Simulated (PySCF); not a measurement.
CH3, SMILES [CH3], multiplicity 2. Atoms are numbered in the order given.

```xyz
4

C      0.0000     0.0000     0.0000
H      1.0790     0.0000     0.0000
H     -0.5395    -0.9345     0.0000
H     -0.5395     0.9345     0.0000
```
Charge 0, spin multiplicity 2.

Geometry optimised at B3LYP-D3(BJ)/def2-TZVPD. The isomer is the one that the SMILES or the coordinates give; other isomers of the formula were not compared.

Computed with M06-2X/def2-TZVPD (PySCF).

Mulliken values depend strongly on the basis, most of all with diffuse functions as here. ESP charges are fitted to the potential on shells at 1.4 to 2.0 van der Waals radii. Atomic charges (e):

```
atom  Mulliken  ESP fit  Mulliken spin
----  --------  -------  -------------
C1       -0.97    -0.68           0.99
H2        0.32     0.23           0.00
H3        0.32     0.23           0.00
H4        0.32     0.23           0.00
```
